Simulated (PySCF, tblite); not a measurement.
# A complex of Mg2+ and water

A gas-phase complex of Mg2+ and water; charge +2, singlet. The structure comes from a short search (6 tight-binding starts) and was relaxed by PBE0-D3(BJ)/def2-TZVPD; another way of binding may lie lower. Frequencies by PBE0-D3(BJ)/def2-TZVPD show no clear imaginary mode.

Parts: 1 = Mg2+ ([Mg+2]), atoms 1, charge +2; 2 = water (O), atoms 2–4.

```xyz
4

Mg   -0.203    0.251   -0.134
O    -1.110   -0.300   -1.724
H    -1.636    0.260   -2.328
H    -1.145   -1.201   -2.099
```
Atom numbers follow the order of the file, from 1.

Contacts between parts, classed by geometry: Mg1···O2 1.911 Å (ion contact).

Interaction energies are complex less parts, with the parts frozen as they stand in it; counterpoise-corrected, in kcal/mol (PySCF).

Problem. Give the interaction energy at each level run.

Solution. 
```tsv
level	interaction	superposition error removed
wB97M-D3(BJ)/def2-TZVPD	-82.66	-0.08
PBE0-D3(BJ)/def2-TZVPD	-83.08	-0.10
```

Problem. What holds them together? Decompose the wB97M-D3(BJ)/def2-TZVPD energy: frozen parts, their antisymmetrised product, then relaxation.

Solution. electrostatic -63.3, Pauli repulsion +24.2, orbital relaxation -42.6, dispersion correction -1.1 kcal/mol, which sum to the value before the counterpoise correction; the Pauli term holds the exchange-correlation of the frozen density too. Of the attraction, 59 % is electrostatic, 40 % is orbital relaxation, 1 % is dispersion correction.

The parts were also relaxed and run alone, at the levels used for the complex: shieldings by PBE0/pcSseg-2; core levels by delta-SCF with SCAN, pcX-2 on the ionised atom and pcseg-1 elsewhere, spin-free X2C.

Problem. What does binding change?

Solution. 
| property | alone | in the complex | change |
| --- | --- | --- | --- |
| shielding of Mg1 (ppm) | 695.0 | 643.6 | -51.4 |
| shielding of O2 (ppm) | 329.1 | 333.5 | +4.4 |
| Mg1 1s core level (eV) | 1334.62 | 1330.42 | -4.19 |
| O2 1s core level (eV) | 539.76 | 553.20 | +13.44 |

Problem. What are the binding energy from relaxed parts (wB97M-D3(BJ)/def2-TZVPD), and ΔH and ΔG of association at 298.15 K and 1 atm?

Solution. -82.36 kcal/mol, -80.42 with zero-point energy; ΔH -81.6 and ΔG -74.4 kcal/mol, from harmonic vibrations by PBE0-D3(BJ)/def2-TZVPD with low modes damped.

Multiply charged ions in the gas phase bind far more strongly than in solution.
